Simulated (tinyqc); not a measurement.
Worked calculation: MP2 on RHF in the sto-3g basis, frozen core, for OH-, spin multiplicity 1. The basis has no diffuse functions, so it cannot describe the extra electron: this is an exercise in the method, not the real anion. One step of it, computed by the program tinyqc.

Problem. Second-order Moller-Plesset energy. E2 = sum_ijab (ia|jb) [2 (ia|jb) - (ib|ja)] / (e_i + e_j - e_a - e_b) over occupied i, j and virtual a, b; the opposite-spin part is (ia|jb)^2 / denominator, the rest is same-spin, and SCS-MP2 scales them by 6/5 and 1/3.

orbital energies (hartree): MO1 -19.488790, MO2 -0.582449, MO3 0.082402, MO4 0.193335, MO5 0.193335, MO6 0.993942

Two-electron integrals over orbitals (pq|rs), unique and non-zero (hartree); the lowest 1 orbital is frozen and left out:
```
(22|22) 0.742239    (32|22) -0.066700   (32|32) 0.117452    (33|22) 0.560439
(33|32) 0.024064    (33|33) 0.615215    (42|42) 0.159844    (43|42) -0.040257
(43|43) 0.028211    (44|22) 0.772679    (44|32) -0.096250   (44|33) 0.540509
(44|44) 0.880159    (52|52) 0.159844    (53|52) -0.040257   (53|53) 0.028211
(54|54) 0.047444    (55|22) 0.772679    (55|32) -0.096250   (55|33) 0.540509
(55|44) 0.785270    (55|55) 0.880159    (62|22) 0.076318    (62|32) 0.053783
(62|33) 0.001145    (62|44) 0.080350    (62|55) 0.080350    (62|62) 0.111761
(63|22) 0.158805    (63|32) -0.106928   (63|33) -0.014704   (63|44) 0.180774
(63|55) 0.180774    (63|62) 0.018956    (63|63) 0.184726    (64|42) 0.029822
(64|43) 0.014763    (64|64) 0.037973    (65|52) 0.029822    (65|53) 0.014763
(65|65) 0.037973    (66|22) 0.675190    (66|32) 0.001831    (66|33) 0.608347
(66|44) 0.669890    (66|55) 0.669890    (66|62) 0.076925    (66|63) 0.078392
(66|66) 0.706857
```

Hartree-Fock energy = -74.05029143 hartree

Give: Terms; Pair energies; MP2 correlation energy; SCS-MP2 correlation energy; MP2 total energy.

Solution.

Terms:
```
i  j  a  b  (ia|jb)  (ib|ja)  denominator       term
3  3  6  6    0.185    0.185       -1.823     -0.019
2  2  6  6    0.112    0.112       -3.153  -3.96e-03
5  5  6  6    0.038    0.038       -1.601  -9.01e-04
4  4  6  6    0.038    0.038       -1.601  -9.01e-04
3  2  6  6    0.019    0.019       -2.488  -1.44e-04
2  3  6  6    0.019    0.019       -2.488  -1.44e-04
```

Pair energies (hartree; pair i-j sums ij and ji):
```
pair  opposite spin  same spin
2-2       -3.96e-03      0.000
3-2       -2.89e-04      0.000
3-3          -0.019      0.000
4-4       -9.01e-04      0.000
5-5       -9.01e-04      0.000
```

MP2 correlation energy = -0.02477 hartree

SCS-MP2 correlation energy = -0.02972 hartree

MP2 total energy = -74.07506 hartree
